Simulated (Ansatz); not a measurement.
`COC(C)Cl` + H₂S → `COC(C)S` + HCl at 700 K and 1 bar (substitution at a C–Cl bond).

Program: Ansatz. Geometries: PBE0-D4/def2-TZVP. ΔE: electronic, gas phase. CBS: MP2 limit from def2 TZ/QZ plus the TZ coupled-cluster correction, frozen cores. This one scheme is used for every species. Each species was taken in one conformer, which may not be the lowest.

```json
{"species": "`COC(C)Cl`", "CCSD(T)/CBS energy (Eh)": "-653.31493", "H − E (kJ/mol)": "335.9", "S (J/(mol·K))": "442.0"}
{"species": "H₂S", "CCSD(T)/CBS energy (Eh)": "-398.97279", "H − E (kJ/mol)": "64.8", "S (J/(mol·K))": "236.9"}
{"species": "`COC(C)S`", "CCSD(T)/CBS energy (Eh)": "-591.90614", "H − E (kJ/mol)": "364.5", "S (J/(mol·K))": "460.7"}
{"species": "HCl", "CCSD(T)/CBS energy (Eh)": "-460.38127", "H − E (kJ/mol)": "38.4", "S (J/(mol·K))": "211.8"}
```

H − E and S are ideal-gas, rigid-rotor, harmonic terms from PBE0-D4/def2-TZVP, for one conformer and one mirror image of each species. 1 Eh = 2625.50 kJ/mol, R = 8.31446 J/(mol·K).

By hand: ΔE, ΔH, ΔS and ΔG.

ΔE = (-591.90614) + (-460.38127) − (-653.31493) − (-398.97279) = 0.00031 Eh = 0.8 kJ/mol. Δ(H − E) = 364.5 + 38.4 − 335.9 − 64.8 = 2.2, so ΔH = 3.0 kJ/mol. ΔS = 460.7 + 211.8 − 442.0 − 236.9 = -6.4 J/(mol·K). ΔG = 3.0 − 700 × (-6.4)/1000 = 7.5 kJ/mol.

By hand: the equilibrium constant, and the temperature at which ΔG would vanish if ΔH and ΔS stayed fixed.

log₁₀ K = −ΔG/(RT ln 10) = -0.6. ΔH and −TΔS have one sign here, so there is no such temperature.

TΔS isn't small against ΔH here. A doubt of 5 kJ/mol in ΔE shifts log₁₀ K by 0.4 here. Other conformers and mirror images would add mixing entropy, several J/(mol·K) or more a flexible species. These are equilibria of isolated gas molecules and say nothing of rates. Largest T1 diagnostic: 0.011 (customary marks: 0.02 for closed shells, 0.045 for open ones).

ΔS is within the doubt of such terms, so its sign, and with it that verdict, could turn.
